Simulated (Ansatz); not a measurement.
# How methods differ on SiF2 (SMILES F[Si]F)

The species is SiF2 (3 atoms), meant as a singlet with charge 0. As SMILES, `F[Si]F`. Geometry: relaxed at GFN2-xTB.

```xyz
3

Si    0.0042   -0.0077   -0.7448
F     1.1659   -0.0173    0.3806
F    -1.1702    0.0250    0.3642
```

Quantity: the energy change with the Si1–F2 bond stretched from 1.617 to 4.044 Å, in eV. The values are calculated.

| level | kind | program | value (eV) | less FCI/STO-3G |
| --- | --- | --- | --- | --- |
| SVWN5/STO-3G (restricted) | LDA | Ansatz | 7.14 | +2.60 |
| BLYP/STO-3G (restricted) | GGA | Ansatz | 6.59 | +2.05 |
| PBE/STO-3G (restricted) | GGA | Ansatz | 6.67 | +2.13 |
| revPBE/STO-3G (restricted) | GGA | Ansatz | 6.46 | +1.92 |
| PBE0/STO-3G (restricted) | global hybrid | Ansatz | 7.87 | +3.33 |
| CAM-B3LYP/STO-3G (restricted) | range-separated hybrid | Ansatz | 8.56 | +4.02 |
| B2PLYP/STO-3G (restricted) | double hybrid | Ansatz | 5.48 | +0.94 |
| CCSD/STO-3G (restricted) | coupled cluster or CI | Ansatz | 4.55 | +0.01 |
| FCI/STO-3G | exact in the basis | Ansatz | 4.54 | 0.00 |

FCI/STO-3G is exact within its basis and frozen core, so for wave-function methods in that basis the difference is their error; functionals converge differently with the basis, so for them it is only a difference. The first shape isn't each level's own minimum. The values span 4.54 to 8.56 eV. All rows use very small basis sets, so none should be taken for the real molecule's value.
